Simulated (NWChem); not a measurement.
Lowest excitation of dimethylamine (C₂H₇N)

```xyz
10

C      0.0184     0.2167    -1.2073
N     -0.1400    -0.5514     0.0000
C      0.0184     0.2167     1.2073
H      0.9861     0.7624    -1.2886
H     -0.7815     0.9733    -1.2786
H     -0.0754    -0.4361    -2.0886
H      0.5011    -1.3400     0.0000
H      0.9861     0.7624     1.2886
H     -0.0754    -0.4361     2.0886
H     -0.7815     0.9733     1.2786
```
Charge 0, spin multiplicity 1.

The numbers come from NWChem runs, not from measurements. Structure: optimised with PBE0/def2-SVP, a minimum by its harmonic frequencies.

Basis set: 6-31+G*.

```csv
method,lowest vertical singlet excitation energy (eV),relative cost,difference from EOM-CCSD
TD-CAM-B3LYP,5.52,4,-0.08
TD-B3LYP,5.22,under 3,-0.38
CIS,6.86,1,+1.26
TD-PBE,4.74,under 3,-0.86
EOM-CCSD,5.60,5,0.00
```

The values span 2.12 eV, from TD-PBE (lowest) to CIS (highest). Costs are rough ratios of processor time within this set of runs, SCF included, with CIS as 1.

The correlated methods keep 3 core orbitals frozen. B3LYP has NWChem's definition, with VWN1-RPA local correlation. GW and range-separated runs recompute their integrals, the others keep them in memory, which bears on the times. The Pople sets run with spherical d functions. No row is a measurement; the coupled-cluster row has its own basis-set and correlation limits.
